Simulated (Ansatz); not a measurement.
Mulliken charges of C$_{3}$H$_{4}$N$_{2}$O, SMILES `N=C=CC(=N)O` from r2SCAN/def2-TZVPP in Ansatz (PBE0-D4/def2-TZVP geometry).

```
atom   x (Å)   y (Å)   z (Å)  charge (e)
  N1   1.299  -0.152   2.302      -0.227
  C2   0.586  -0.450   1.372       0.155
  C3  -0.085  -0.841   0.311      -0.177
  C4  -0.324   0.019  -0.836       0.235
  N5  -0.973  -0.405  -1.839      -0.326
  O6   0.219   1.252  -0.670      -0.291
  H7   0.874   0.295   3.111       0.202
  H8  -0.495  -1.842   0.282       0.115
  H9  -1.068   0.296  -2.570       0.116
 H10   0.050   1.777  -1.459       0.198
```

Problem. By hand: the dipole of these point charges (1 e Å = 4.8032 D).

Solution. Σ q r = (-0.006, 0.120, 0.307) e Å, of length 0.330 e Å = 1.59 D.

Problem. How does the dipole of the full density compare? (Best estimate.)

Solution. Computed: (-0.069, 0.433, 0.191) e Å, 2.30 D; the point charges give 0.69 times that, at 45° from its direction.

Point charges leave out the atoms' own dipoles, such as those of lone pairs, and Mulliken's split depends on the basis, so the two needn't agree.
